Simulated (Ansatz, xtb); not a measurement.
Molecule: sulfur dioxide, SO2 (charge 0, singlet). SMILES: O=S=O
Coordinates optimised at B3LYP-D3(BJ)/def2-TZVP (Ansatz, a quantum-chemistry and plane-wave program):
```xyz
3

S     -0.0171     0.0041     0.3653
O      0.0256     1.2345    -0.3789
O      0.0086    -1.2427    -0.3517
```
Charge 0, spin multiplicity 1.

Harmonic wavenumbers from GFN2-xTB (xtb, at its own minimum), cm⁻¹: 496, 1166, 1261.

Task: Give the harmonic wavenumbers at B3LYP-D3(BJ)/def2-TZVP (Ansatz, finite differences of forces, unscaled).

Result: 522, 1179, 1376 cm⁻¹. Zero-point energy 4.4 kcal/mol.

Task: From these and the geometry, give the ideal-gas thermochemistry at 298.15 K and 1 atm (rigid rotor, harmonic oscillator).

Result: Point group C2v, rotational symmetry number 2. Rotational constants 58.97, 10.29, 8.764 GHz. S(trans) 38.39, S(rot) 20.25, S(vib) 0.67, S(elec, spin only) 0.00, S 59.3 cal/(mol K). H(298) - H(0) 2.52 kcal/mol; G - E(el) -10.8 kcal/mol. Tabulated S at 1 bar: 59.3 cal/(mol K) (CRC Handbook, as tabulated in the package chemicals).
